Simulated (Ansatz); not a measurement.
**AlBH (quartet): wave-function methods side by side at scale of all distances = 1.963, 6-31G**

How much of the correlation energy of AlBH (quartet) does each wave-function method recover here?

Computed with Ansatz 0.2.0, Gaussian basis. Level: 6-31G, core rule «outside noble gas», up to 6 orbitals frozen.

The runs, in order: UHF; CCSD(T) on ROHF; CCSD(T) on UHF; BCCD(T) on ROHF; CISD as a restricted active space (open shells left free, so some higher excitations enter); CCSDT(Q) on ROHF; CCSDT(Q) on UHF; CISDTQ; CCSDTQ on ROHF; CCSDTQ on UHF; CASSCF and MRCISD+Q, 5 electrons in 5 orbitals; CASSCF and NEVPT2, 5 electrons in 5 orbitals; CASSCF and MRCISD+Q, 7 electrons in 9 orbitals; CASSCF and NEVPT2, 7 electrons in 9 orbitals; Full CI.

20 further runs of the same task are left out: 13 that didn't finish, 7 set aside as unsound or not needed. Runs told in other sessions of the task aren't counted.

### Step 1. The geometry

The geometry derives from a PBE0/def2-TZVP stationary point (not a proven minimum). All distances are scaled together.

3 atoms, charge 0, spin multiplicity 4.

Atoms are counted from 1 here; the program's logs count them from 0.

No contacts short enough for the rule that draws bonds.

### Step 2. UHF

in.yaml reads:

```yaml
crystal:
  periodic: [false, false, false]
  atoms:
    - {symbol: B, position_ang: [0.000000, 0.000000, 3.566771]}
    - {symbol: Al, position_ang: [0.000000, 0.000000, -0.235560]}
    - {symbol: H, position_ang: [0.000000, 0.000000, -3.331211]}
basis:
  gaussian: {orbitals: 6-31G}
magnetization: {spin_polarized: true, initial_magnetization: 3}
hamiltonian: {xc: hf}
output: {orbitals: {seedname: orbitals}}
```

Launch:

```console
> ansatz run in.yaml --threads 1 --pin off --events-out ev --progress --plain --max-ram 2393MiB
```

Further steps of the session: CCSD(T) on ROHF; CCSD(T) on UHF; BCCD(T) on ROHF; CISD as a restricted active space (open shells left free, so some higher excitations enter); CCSDT(Q) on ROHF; CCSDT(Q) on UHF; CISDTQ; CCSDTQ on ROHF; CCSDTQ on UHF; CASSCF and MRCISD+Q, 5 electrons in 5 orbitals; CASSCF and NEVPT2, 5 electrons in 5 orbitals; CASSCF and MRCISD+Q, 7 electrons in 9 orbitals; CASSCF and NEVPT2, 7 electrons in 9 orbitals; Full CI.

Q: Predict the results of all the runs planned. Wanted: FCI from the RHF energy; RMP2 from FCI; UMP2 from FCI; RCCSD from FCI; RCCSD(T) from FCI; UCCSD(T) from FCI; RCCSDT(Q) from FCI; UCCSDT(Q) from FCI; NEVPT2 pair from FCI.

As calculated:

| quantity | value |
| --- | --- |
| FCI from the ROHF energy | -2.0743 eV |
| RMP2 from FCI | +21.73 kcal/mol |
| UMP2 from FCI | +21.72 kcal/mol |
| RCCSD from FCI | +1.45 kcal/mol |
| RCCSD(T) from FCI | +0.90 kcal/mol |
| UCCSD(T) from FCI | +0.89 kcal/mol |
| RCCSDT(Q) from FCI | +0.03 kcal/mol |
| UCCSDT(Q) from FCI | +0.02 kcal/mol |
| NEVPT2 pair from FCI | +18.40 kcal/mol |
| NEVPT2 valence from FCI | +4.98 kcal/mol |
| MRCISD+Q valence from FCI | +0.74 kcal/mol |
| levels within 1 kcal/mol (43 meV) | RCCSD(T), UCCSD(T), BCCD(T), RCCSDT, UCCSDT, CISDTQ, RCCSDT(Q), UCCSDT(Q), RCCSDTQ, UCCSDTQ, MRCISD valence, MRCISD+Q valence |
| T1 diagnostic | 0.027 |
| effectively unpaired electrons | 3.18 |

What this shows: RCCSD(T) misses by +0.90 kcal/mol, 1.9 % of the correlation energy. One determinant dominates. Of the multireference levels listed MRCISD+Q valence comes nearest in total energy (+0.74 kcal/mol), which doesn't show that its space is the better one. These misses are within one basis, not against nature; the frozen cores of restricted and unrestricted runs differ, which can shift their rows.

Levels on UHF freeze UHF's core orbitals, full CI those of ROHF, so the U rows can settle a little off it for that reason alone.

With open shells the CI space here admits some higher excitations, so it is larger than plain CISD.
